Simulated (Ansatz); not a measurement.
Relaxed structures of CH2ClMg, doublet (PBE0-D4/def2-TZVP; forces vanish, vibrations not checked; lower isomers may exist, and structures with a doubtful reference or unclear bonds are left out; Å). Ansatz 0.2.0; basis: def2-TZVPP; cores frozen in the correlated methods; orbitals are unrestricted. The outer core shell of Li, Na, Mg and K is correlated. The def2 sets are not built for correlating such inner shells, so the correlated values are less sure here.

**Question.** Rank them by CCSD(T) energy, lowest first, and give each one's height above the lowest. Links in brackets join atoms within 1.22 times the sum of their covalent radii (1.1 for two metals). (An estimate is asked for; the value comes from the calculation.)
A.
CH₂ClMg ([CH2]1[Mg][Cl]1)
```
5
angstrom
C -0.3379 0.0159 0.0010
Mg 0.9226 -1.3643 0.9795
Cl 1.1957 0.8073 -0.6458
H -0.9173 -0.2594 -0.8799
H -0.8632 0.8004 0.5452
```
B.
CH₂ClMg ([CH2][Mg][Cl])
```
5
angstrom
C -0.6242 0.6385 -0.4516
Mg 0.6447 -0.6595 0.4643
Cl 2.0091 -2.0553 1.4532
H -1.0428 0.5056 -1.4505
H -0.9868 1.5707 -0.0154
```
C.
CH₂ClMg ([MgH][CH][Cl])
```
5
angstrom
C 0.1627 0.3015 0.6993
Mg -0.7509 0.2871 -1.1401
Cl 1.1819 -1.0697 1.0266
H -1.4919 0.2486 -2.6655
H 0.1873 0.9597 1.5664
```

**Answer.** By the calculation: B (0.000 eV), A (1.291 eV), C (2.476 eV). Heights count from the lowest.

The T1 diagnostic stays at or below 0.014. ⟨S²⟩ of the unrestricted Hartree–Fock references: 0.75 to 0.77 (a pure state has 0.75).

For scale, one of the runs: CCSD(T)/def2-TZVPP, 133 basis functions, launched by `ansatz run in.yaml --threads 2 --pin off --events-out ev --progress --plain --max-ram 4352MiB`. The run took 16 s on 2 CPU threads of an AMD EPYC 9R45 (shared host), with 1.7 GiB of host memory at its peak.
